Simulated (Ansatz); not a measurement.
Al₂H₄. Total charge 0; triplet. Geometry r2SCAN-D4/def2-TZVPD, that of the charge -1 doublet; atoms count from 1.

```xyz
6

Al    0.934    0.261   -0.781
Al   -0.934   -0.260    0.781
H    -2.511   -0.012    0.461
H     0.757    0.902   -2.266
H     2.510    0.010   -0.461
H    -0.756   -0.900    2.266
```

At PBE0-D4/def2-TZVPD a singlet of charge 0 lies 2.04 eV below the triplet at the same geometry. The structure comes from a short search, and lower isomers may exist.

(1) Estimate the Mulliken populations from the PBE0/def2-TZVPD orbitals of Ansatz.

(2) Where does the spin sit?

(3) And the Mayer bond orders between bonded heavy atoms (over 0.3)?

## Answers

(1) 
| atom | charge (e) | spin (α − β) |
| --- | --- | --- |
| Al1 | 0.16 | 0.81 |
| Al2 | 0.16 | 0.81 |
| H3 | -0.08 | 0.09 |
| H4 | -0.08 | 0.09 |
| H5 | -0.08 | 0.09 |
| H6 | -0.08 | 0.09 |
Mulliken values and Mayer orders depend strongly on the basis. With diffuse functions, as here, like atoms can get unlike values, and bond orders can come out too low or too high.

(2) Summed by element: Al 1.62, H 0.38, of 2 unpaired in all. Largest on single atoms: Al1 0.81, Al2 0.81, H5 0.09.

(3) Al1–Al2 1.02 (2.49 Å).
